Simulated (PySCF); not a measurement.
# Electron attachment to methylammonium

System: methylammonium, `C[NH3+]` ([CH6N]+). Atom numbers as in the mapped SMILES `[CH3:1][NH3+:2]`.

These are calculated values, M06-2X/ma-def2-TZVP in PySCF (grid level 3) at geometries from PBE0-D3(BJ)/def2-SVP. The prefix ma- adds one diffuse s and one diffuse p function on all atoms but H. Thermal corrections: PBE0-D3(BJ)/def2-SVP frequencies, unscaled, ideal gas at 298.15 K and 1 bar, quasi-RRHO entropy.

Frontier levels of the parent: HOMO -18.70 eV, LUMO -5.18 eV.

Reduction to the radical:
* Vertical recombination energy (electronic): 4.03 eV
* Adiabatic recombination energy (with zero-point energy): 4.33 eV
* Adiabatic, electronic part: 3.97 eV
* Vertical gap at the product's structure: 4.14 eV
* ⟨S²⟩ of the product: 0.751
* Largest spin populations: N2 0.34, H (on N2) 0.17, H (on N2) 0.17, H (on N2) 0.17
* Largest changes of atomic charge: N2 -0.21, H (on N2) -0.20, H (on N2) -0.20, H (on N2) -0.20
* Distances that move most (Å): N2–H 1.029 → 1.076; N2–H 1.029 → 1.076; N2–H 1.029 → 1.076

Caveats: the relaxed radical lies 0.06 eV above the vertical state at this level, which can't hold for one state at its own minimum: the two belong to different states, or the structure misses this level's minimum, so vertical and adiabatic values aren't comparable; the value from this structure is no true adiabatic energy.

Hardware: 1 thread of Arm Neoverse N1, shared with other jobs. Command: `OMP_NUM_THREADS=1 python redox_run.py task.json out`. Structures, frequencies and single points: 2.3 min.
